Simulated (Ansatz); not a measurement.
Steps of a relaxation of `OC(O)(O)O` with RKS PBE-D4/def2-SVP.

```sh
$ ansatz run in.yaml --threads 2 --pin off --events-out ev --progress --plain --max-ram 4352MiB
```

```yaml
crystal:
  periodic: [false, false, false]
  atoms:
    - {symbol: O, position_ang: [-1.009000, -0.200500, -1.036900]}
    - {symbol: C, position_ang: [-0.016300, -0.040000, -0.153900]}
    - {symbol: O, position_ang: [0.758800, 1.055100, -0.457000]}
    - {symbol: O, position_ang: [0.845100, -1.166100, -0.093000]}
    - {symbol: O, position_ang: [-0.527700, 0.177200, 1.099600]}
    - {symbol: H, position_ang: [-1.828400, -0.077300, -0.465900]}
    - {symbol: H, position_ang: [1.484500, 0.638300, -1.010600]}
    - {symbol: H, position_ang: [0.548600, -1.522700, 0.765200]}
    - {symbol: H, position_ang: [-0.167000, 1.089700, 1.335300]}
basis:
  gaussian: {orbitals: def2-SVP}
hamiltonian: {xc: pbe, dispersion: d4}
relax: {f_tol: 0.03, max_steps: 200}
```

Positions (Å) and forces (eV/Å) along the path, 6 of 6 steps:

```xyz
9
step=1 energy=-9273.5357 eV
O    -1.009   -0.201   -1.037   -2.747   -0.412   -0.395
C    -0.016   -0.040   -0.154    1.699   -0.206    0.588
O     0.759    1.055   -0.457    1.764    0.121   -1.426
O     0.845   -1.166   -0.093   -0.520   -0.068   -0.009
O    -0.528    0.177    1.100   -0.407    1.618    1.712
H    -1.828   -0.077   -0.466    0.880   -0.207   -1.027
H     1.484    0.638   -1.011   -0.578    0.913    0.622
H     0.549   -1.523    0.765    0.400   -0.464   -0.003
H    -0.167    1.090    1.335   -0.491   -1.296   -0.063
9
step=2 energy=-9273.7593 eV
O    -1.035   -0.222   -1.039   -1.031   -0.127   -0.108
C    -0.017   -0.031   -0.146    0.988   -0.292    0.200
O     0.776    1.063   -0.494    0.432   -0.142   -0.449
O     0.822   -1.177   -0.094   -0.409    0.265    0.125
O    -0.545    0.209    1.121   -0.095    0.704    0.463
H    -1.848   -0.083   -0.502    0.249   -0.058   -0.398
H     1.513    0.666   -1.013   -0.182    0.336    0.235
H     0.577   -1.549    0.775    0.232   -0.219   -0.107
H    -0.153    1.079    1.375   -0.183   -0.466    0.039
9
step=3 energy=-9273.8747 eV
O    -1.079   -0.396   -0.950   -0.198   -0.297   -0.169
C    -0.018   -0.040   -0.132   -0.172    0.191    0.334
O     0.695    1.050   -0.631    0.107    0.111   -0.028
O     0.877   -1.102   -0.040    0.353   -0.063   -0.098
O    -0.569    0.299    1.117   -0.232   -0.011    0.184
H    -1.879    0.051   -0.611    0.247    0.053    0.018
H     1.558    0.701   -0.927   -0.086   -0.013    0.025
H     0.601   -1.688    0.689   -0.221    0.086   -0.077
H    -0.098    1.078    1.468    0.202   -0.056   -0.189
9
step=4 energy=-9273.9608 eV
O    -1.045   -0.516   -0.894    0.258    0.232    0.398
C    -0.017   -0.022   -0.072   -0.053    0.004   -0.398
O     0.670    1.078   -0.615   -0.078   -0.157    0.140
O     0.943   -1.024    0.086   -0.353   -0.074    0.248
O    -0.624    0.383    1.129    0.242   -0.009   -0.347
H    -1.817    0.051   -0.690    0.072   -0.088   -0.103
H     1.498    0.719   -0.997   -0.220    0.027    0.019
H     0.472   -1.748    0.549    0.163   -0.041   -0.151
H     0.009    1.033    1.488   -0.029    0.105    0.194
9
step=5 energy=-9274.0137 eV
O    -0.987   -0.536   -0.864   -0.065    0.072    0.090
C     0.002   -0.011   -0.031    0.011   -0.012    0.070
O     0.683    1.083   -0.567    0.120   -0.095   -0.048
O     0.949   -1.015    0.184   -0.113   -0.065    0.059
O    -0.632    0.427    1.135    0.046    0.064   -0.035
H    -1.751    0.070   -0.781    0.078   -0.069   -0.036
H     1.373    0.711   -1.153   -0.105    0.049    0.038
H     0.444   -1.799    0.487    0.094    0.101   -0.113
H     0.007    1.024    1.573   -0.066   -0.046   -0.025
9
step=6 energy=-9274.0229 eV
O    -0.971   -0.551   -0.837    0.005    0.018   -0.003
C     0.009   -0.006   -0.006    0.002    0.000    0.000
O     0.698    1.077   -0.553   -0.005   -0.008   -0.015
O     0.950   -1.009    0.231   -0.016   -0.003    0.024
O    -0.642    0.461    1.138    0.018   -0.003    0.009
H    -1.729    0.063   -0.797    0.007   -0.009    0.000
H     1.338    0.697   -1.187   -0.007    0.001    0.005
H     0.439   -1.823    0.403    0.004    0.004   -0.015
H    -0.003    1.044    1.591   -0.008    0.000   -0.005
```

It took 10 s on 2 threads of an Arm Neoverse V1 on a shared host, with 0.12 GiB of host memory at the peak.
